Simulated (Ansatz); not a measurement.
Species, as SMILES: O (H2O).
Atoms: O1, H2, H3. Bonds: O1-H2, O1-H3.

Basis-set convergence of the harmonic zero-point energy at CCSD(T) with Ansatz (an electronic-structure program). Each level at its own minimum, finite differences of forces, unscaled; the reference is a large set that could be run, not a limit. All functions are spherical. Cores are frozen. No added dispersion term, no relativity. Reference: the value in def2-QZVPP, 13.52 kcal/mol, itself unsure by roughly 0.06 kcal/mol (its mean distance from cc-pVQZ, aug-cc-pVTZ, def2-TZVPPD). Deviations are taken from unrounded values.

```tsv
basis	functions	harmonic zero-point energy (kcal/mol)
cc-pVDZ	24	13.49
aug-cc-pVDZ	41	13.34
6-311G**	30	13.62
6-311+G**	34	13.55
cc-pVTZ	58	13.52
aug-cc-pVTZ	92	13.40
def2-TZVPP	59	13.51
def2-TZVPPD	74	13.46
```

What the diffuse functions change, pair by pair:
- cc-pVDZ to aug-cc-pVDZ: 17 more functions, deviation -0.02 to -0.18 kcal/mol
- 6-311G** to 6-311+G**: 4 more functions, deviation 0.11 to 0.03 kcal/mol
- cc-pVTZ to aug-cc-pVTZ: 34 more functions, deviation 0.00 to -0.11 kcal/mol
- def2-TZVPP to def2-TZVPPD: 15 more functions, deviation 0.00 to -0.06 kcal/mol

They bring the value nearer the reference by more than 0.06 kcal/mol in 1 of 4 pairs.
